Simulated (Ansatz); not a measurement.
System: zinc-blende ZnS. Method: PBE (plane waves, PAW; Ansatz, a first-principles code).

The same calculation (at the measured cell, 19.782 Å³/atom) with different numerical settings:

```
run    k mesh  electronic dielectric constant ε∞  dielectric constant ε0 (ions relaxed)  TO(Γ) frequency (cm⁻¹)
---  --------  ---------------------------------  -------------------------------------  ----------------------
1       4×4×4                              5.454                                  8.652                   269.3
2       6×6×6                              5.793                                  8.982                   269.1
3       8×8×8                              5.890                                  9.078                   269.1
4    12×12×12                              5.929                                  9.116                   269.1
5    16×16×16                              5.933                                  9.121                   269.1
6    20×20×20                              5.934                                  9.122                   269.1
```

In the column high-frequency dielectric constant the first row differs from the last by -0.480 and the next to last by -0.001.

The last row is no converged limit: other settings stay fixed.

Note: the run warned that the k mesh is coarse for the response to a field.
